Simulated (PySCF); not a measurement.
Gas-phase reaction: 2 AlH3 + 2 H2S → 2 AlS + 5 H2

Computed with PySCF (xtb for GFN2) and rigid-rotor harmonic-oscillator thermochemistry at 1 bar. † marks an energy on the PBE0/def2-TZVP geometry and frequencies; other levels use their own. CCSD(T) freezes the core. Open shells (unrestricted): AlS (multiplicity 2); the rest are closed-shell singlets. GFN2 has no spin-polarisation term. AlH3: computed as isolated molecules; such fragments, hydroxides, amides, oligomers or adducts are transient or little studied in the gas. CCSD(T) isn't extrapolated to the basis-set limit; its ΔH°(298 K) is 222.8 kJ in def2-SVP and 205.2 kJ in def2-TZVPP. The harmonic model lacks anharmonicity and excited electronic states, which grow with temperature; levels with a mode under 35 cm⁻¹ are left out.

| level | ΔE electronic, kJ | ΔH°(298 K), kJ | ΔS°(298 K), J/K | ΔG°(1400 K), kJ |
|---|---|---|---|---|
| CCSD(T)/def2-SVP† | 239 | 223 | 287 | -211 |
| GFN2-xTB | 622 | 599 | 292 | 161 |
| HF/def2-TZVP† | 250 | 233 | 287 | -201 |
| PBE/def2-TZVP† | 172 | 155 | 287 | -279 |
| PBE0/def2-QZVP† | 223 | 206 | 287 | -228 |
| LDA/def2-TZVP† | 249 | 232 | 287 | -202 |
| ωB97X-V/def2-TZVP† | 277 | 260 | 287 | -174 |
ΔH° is lowest at PBE/def2-TZVP† and highest at GFN2-xTB. No reference value is set beside these.
